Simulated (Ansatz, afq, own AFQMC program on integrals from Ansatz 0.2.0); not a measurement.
AFQMC on a folder of integrals that Ansatz 0.2.0 wrote.

```yaml
crystal:
  periodic: [false, false, false]
  atoms:
    - {symbol: Al, position_ang: [0.000000, 0.000000, 0.696811]}
    - {symbol: N, position_ang: [0.000000, 0.000000, -1.099242]}
    - {symbol: H, position_ang: [0.000000, 0.822256, -1.688737]}
    - {symbol: H, position_ang: [0.000000, -0.822256, -1.688737]}
basis:
  gaussian: {orbitals: cc-pVDZ}
magnetization: {spin_polarized: false}
correlation: {method: ccsd_t, electrons: outside_noble_gas, hamiltonian_folder: ham}
```

```sh
$ ansatz run in.yaml --threads 1 --pin off --events-out ev --progress --plain --max-ram 1382MiB
```

afq runs on the folder ham with

```
--method free --trial cisd --walkers 70 --time-step 0.03 --max-blocks 80 --target-error 0.00038 --factor-cut 1e-05 --seed 4518 --times 0,0.21,0.42,0.81,1.2,1.8,2.4,3 --taylor-order 8
```

Times are imaginary, in 1/Eh. The walk had a cap of 536 s.

Log:

```
orbitals 36  electrons 5 5  factors 276 of 404
reference energy -297.54409255 Eh
CCSD correlation -0.24709012 Eh in 11 cycles, weight of the determinant in the CISD state 0.8765
repeat  energy at the last time / Eh  error
    10  -297.801022  0.001518
    20  -297.799865  0.000920
    30  -297.799098  0.000727
    40  -297.799047  0.000615
    50  -297.798785  0.000692
    60  -297.799019  0.000619
    70  -297.798990  0.000583
    80  -297.798856  0.000543
time / (1/Eh)  energy / Eh  error  mean overlap
  0.00  -297.790683  0.000422  1.1408
  0.21  -297.794387  0.000378  1.1442
  0.42  -297.795922  0.000296  1.1472
  0.81  -297.797335  0.000335  1.1579
  1.20  -297.798118  0.000358  1.1587
  1.80  -297.798838  0.000363  1.1508
  2.40  -297.799710  0.000502  1.1380
  3.00  -297.798856  0.000543  1.1547
energy -297.798856 +/- 0.000543 Eh
```

The run passed its tests (error under three times the target), which doesn't prove that it has relaxed.

Against this walk (error 14.8 meV) on the same determinant: CCSD(T) 30.5 meV higher, CCSDT(Q) 2.6 meV lower (within the noise). The error is statistical, and a free projection of finite length keeps a remainder of its start. The last points scatter (meV from the last: 41 ± 9 at 0.81, 20 ± 10 at 1.20, 0 ± 10 at 1.80, -23 ± 14 at 2.40, 0 ± 15 at 3.00); the last is the one printed as the energy, and the gaps above move with that scatter.

Cautions: remainder of the start not in the error; error above the target (14.8 against 10.3 meV).

The walk took 87 s on 1 thread of Intel(R) Xeon(R) 6975P-C (Granite Rapids), with other jobs on the host. The log's last line is the free-projection energy.

CCSDT and higher add their correlation energy to the determinant of the CCSD(T) run, since their own runs factorise the integrals more tightly (a shift of under 2 meV). A walk keeps the symmetry of its determinant, which the program's search chose and which needn't be the lowest solution, so a lower state of the same spin and another symmetry isn't excluded.
